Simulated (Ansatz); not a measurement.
ZnPS3: from a trial structure to a relaxed crystal

The calculation used DFT r2SCAN, scalar-relativistic, plane waves, PAW (Ansatz 0.2.0). Cutoff 500 eV, Γ-centred k mesh, Gaussian smearing, no spin polarisation in the final step.

The start puts ZnPS3 on the cubic perovskite structure type (Pm-3m, No. 221), with P in place of Sr, Zn in place of Ti, S in place of O, at a guessed volume.

```yaml
crystal:
  lattice:
    - [4.79356, 0.00000, 0.00000]
    - [0.00000, 4.79356, 0.00000]
    - [0.00000, 0.00000, 4.79356]
  atoms:
    - { symbol: Zn, position: [0.50000, 0.50000, 0.50000] }
    - { symbol: P, position: [0.00000, 0.00000, 0.00000] }
    - { symbol: S, position: [0.00000, 0.50000, 0.50000] }
    - { symbol: S, position: [0.50000, 0.00000, 0.50000] }
    - { symbol: S, position: [0.50000, 0.50000, 0.00000] }
```

Cell and atoms relax at zero pressure; the relaxation can't lower the symmetry of the start. After a coarse first stage the cell is made exact in the group found at 0.06 Å.

The zero of energy is the elements' standard structures at the same level; no fitted shifts are applied.

Task: Which crystal results?

Result: It keeps Pm-3m (No. 221). The result still has the cubic perovskite structure. Conventional cell: a = 4.577 Å. Around Zn lie 6 S at 2.29 Å; P has 12 S at 3.24 Å; S is coordinated by 2 Zn at 2.29 Å.

Space group Pm-3m (No. 221). a = 4.577 Å, b = 4.577 Å, c = 4.577 Å, α = 90.00°, β = 90.00°, γ = 90.00°
| atom | site | symmetry | x | y | z |
| --- | --- | --- | --- | --- | --- |
| Zn | 1b | m-3m | 0.5000 | 0.5000 | 0.5000 |
| P | 1a | m-3m | 0.0000 | 0.0000 | 0.0000 |
| S | 3c | 4/mm.m | 0.0000 | 0.5000 | 0.5000 |

Task: What are its volume, energy, density and gap?

Result: The volume per atom is 19.18 Å³ and the density is 3.33 g/cm³. The energy over the elements is 0.91 eV/atom and the gap on the 8×8×8 mesh is 0 eV (a metal).

The final run used a 8×8×8 mesh on its 5-atom cell and 0.10 eV smearing. For metals, differences of a few meV/atom aren't resolved. A structure relaxed within its symmetry needn't be a true minimum. The steps took roughly 70 core-seconds in all.

Cost: 3 runs of about 1.2 core-minutes in all, on Arm Neoverse V2 (shared hosts).